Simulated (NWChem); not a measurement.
**Correlation energy of Cl**

```xyz
1

Cl     0.0000     0.0000     0.0000
```
Charge 0, spin multiplicity 2.

Everything below was run with NWChem.

Basis set: 6-311G**. Each correlation energy counts from its own Hartree-Fock reference.

The correlated methods keep 5 core orbitals frozen. The Pople sets run with spherical d functions. The stability of the SCF solutions was not checked. Open-shell Hartree-Fock references start from PBE0 orbitals. Coupled-cluster values serve here as a point of comparison, not as the truth.

Problem. For the correlation energy, UMP2 gives -112.1 mHa and SCS-UMP2 gives -110.8 mHa. What do CCSD on UHF, CCSD[T] on UHF, CCSD(T) on UHF give?

Solution. CCSD on UHF: -128.5 mHa; CCSD[T] on UHF: -130.2 mHa; CCSD(T) on UHF: -130.2 mHa.
